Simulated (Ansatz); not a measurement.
Ansatz (a first-principles code) input (CCSD(T)/aug-cc-pVDZ):

Ansatz 0.2 input:
```yaml
crystal:
  periodic: [false, false, false]
  atoms:
    - {symbol: C, position_ang: [-0.62771000, 0.13746760, -0.11720572]}
    - {symbol: C, position_ang: [0.57033210, -0.02366363, 0.31751486]}
    - {symbol: H, position_ang: [-1.11372761, -0.16846940, -1.06751401]}
    - {symbol: H, position_ang: [1.45799498, -0.51435441, -0.13434084]}
basis:
  gaussian:
    orbitals: aug-cc-pVDZ
total_charge: -1
magnetization: {spin_polarized: true, initial_magnetization: 1}
correlation: {method: ccsd_t, electrons: outside_noble_gas}
output: {forces: true}
```

End of the output:

```
cycle   2  -8.15069224 eV  change   -4.5e-7 eV  update   2.1e-6
cycle   3  -8.15069244 eV  change   -2.0e-7 eV  update   1.6e-6
cycle   4  -8.15069238 eV  change    6.4e-8 eV  update   1.1e-6
cycle   5  -8.15069241 eV  change   -3.4e-8 eV  update   8.5e-7
cycle   6  -8.15069234 eV  change    6.8e-8 eV  update   5.7e-7
cycle   7  -8.15069221 eV  change    1.3e-7 eV  update   2.7e-7
cycle   8  -8.15069226 eV  change   -5.1e-8 eV  update   1.6e-7
perturbative correction -0.41032654 eV, -0.0150792223 hartree
the calculation of the forces begins
Total energy: -2096.95282290 eV, -77.0615948758 hartree
Atom 0 at    -0.627710     0.137468    -0.117206 Å, force    -1.944375     0.381911    -0.454567 eV/Å
Atom 1 at     0.570332    -0.023664     0.317515 Å, force     1.814135    -0.123592     0.909241 eV/Å
Atom 2 at    -1.113728    -0.168469    -1.067514 Å, force    -0.250514    -0.086708    -0.341868 eV/Å
Atom 3 at     1.457995    -0.514354    -0.134341 Å, force     0.380754    -0.171611    -0.112807 eV/Å
Dipole moment:     0.111680    -0.221507    -0.389880 e Å
```
